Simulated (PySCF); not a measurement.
Predicted microwave data (PBE0-D3(BJ)/def2-SVP geometry optimisation, gas phase in PySCF 2.14.0) for one isomer of C2H7B:

- Rotational constants: A = 27070, B = 9392, C = 8185 MHz
- Dipole components: |μa| = 0.73 D, |μb| = 0.35 D, |μc| = 0.01 D
- Inertial defect: -10.73 u·Å²
- κ: -0.87

Problem. Which structure is it? (One computed conformer of each.)
A. `[H]B(C)C` (BMe2H)
B. `[BH2:1][CH2:2][CH3:3]` with H–B1–C2–C3 179° and -1°
C. BH2Et (`[H]B([H])CC`)

Solution. C. It is [H]B([H])CC, an asymmetric top. The candidates at the same level (rigid rotor, commonest isotopes):

```json
{"SMILES": "BCC", "A (MHz)": "33507", "B (MHz)": "8465", "C (MHz)": "7362", "μa (D)": "0.54", "μb (D)": "0.48", "μc (D)": "0.00", "Δ (u·Å²)": "-6.14", "point group": "Cs", "rotor": "near-prolate asymmetric top"}
{"SMILES": "[H]B(C)C", "A (MHz)": "36844", "B (MHz)": "7450", "C (MHz)": "6701", "μa (D)": "0.00", "μb (D)": "0.47", "μc (D)": "0.00", "Δ (u·Å²)": "-6.14", "point group": "C2", "rotor": "near-prolate asymmetric top"}
{"SMILES": "[H]B([H])CC", "A (MHz)": "27070", "B (MHz)": "9392", "C (MHz)": "8185", "μa (D)": "0.73", "μb (D)": "0.35", "μc (D)": "0.01", "Δ (u·Å²)": "-10.73", "point group": "near Cs", "rotor": "asymmetric top"}
```

`[H]B(C)C` has A 36 % too high; `BCC` has A 24 % too high. No structure here is proved a minimum.
